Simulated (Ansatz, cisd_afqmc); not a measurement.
Species: CHN, charge 0, singlet. CHN (methanidylidyneazanium, SMILES [NH+]#[C-]).
B3LYP-D3(BJ)/def2-TZVP minimum from Ansatz (a quantum-chemistry and plane-wave program):
```xyz
3

C      0.0000     0.0000    -0.7364
N      0.0000     0.0000     0.4276
H      0.0000     0.0000     1.4250
```

Total energies in cc-pVDZ, 10 correlated electrons, 2 frozen orbitals. UHF or UKS for unpaired electrons; spin-orbit terms are left out. Cores are frozen in correlated methods. No relativity. The Monte Carlo rows (phaseless AFQMC, CISD trial, step 0.005/hartree) carry one-sigma bars that omit the constraint's bias. Outlying blocks are dropped, and bars are widened where a walk drifts. Over all cases where full CI ran beside it in this data, AFQMC minus full CI had a median of +0.1 mEh and passed +0.4 mEh in a tenth of the cases.

```csv
method,program,energy (Eh),minus CCSDTQ (mEh)
HF,Ansatz,-92.86622,297.82
MP2,Ansatz,-93.13711,26.93
CCSD,Ansatz,-93.15142,12.61
CCSD(T),Ansatz,-93.16270,1.34
CCSDT(Q),Ansatz,-93.16414,-0.10
CCSDTQ,Ansatz,-93.16403,0.00
AFQMC/CISD,cisd_afqmc,-93.1638 ± 0.0004,0.3 ± 0.4
```

Rough core times of Ansatz's runs on a shared machine: CCSD(T) under 20 s, CCSDT(Q) under 20 s, CCSDTQ 3 min.
